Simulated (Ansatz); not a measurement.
**1T (CdI2-type) ZrSe2: formation enthalpy by level of theory**

No measured value is used here.

```json
[
 {"level (code)": "LDA (Ansatz)", "value (eV/atom)": "-1.352"},
 {"level (code)": "PBE (Ansatz)", "value (eV/atom)": "-1.360"},
 {"level (code)": "PBEsol (Ansatz)", "value (eV/atom)": "-1.345"},
 {"level (code)": "PBE-D3(BJ) (Ansatz)", "value (eV/atom)": "-1.344"},
 {"level (code)": "PBE-D4 (Ansatz)", "value (eV/atom)": "-1.351"},
 {"level (code)": "rVV10 (Ansatz)", "value (eV/atom)": "___"},
 {"level (code)": "HSE06 (Ansatz)", "value (eV/atom)": "___"}
]
```

Question: Fill in the missing entries.

Answer: 
- rVV10 (Ansatz, a first-principles code), value (eV/atom): -1.316
- HSE06 (Ansatz), value (eV/atom): -1.559

LDA, PBE, PBEsol, HSE06: the cell comes from a level without a dispersion term, which matters for the spacing of layers, chains or molecules. HSE06: hybrids on metals are sensitive to the k mesh and can open a false gap. Each level is taken at its own relaxed cell. Ansatz's density-functional and Hartree–Fock values are scalar-relativistic unless marked +SOC, with PAW data made under PBE.
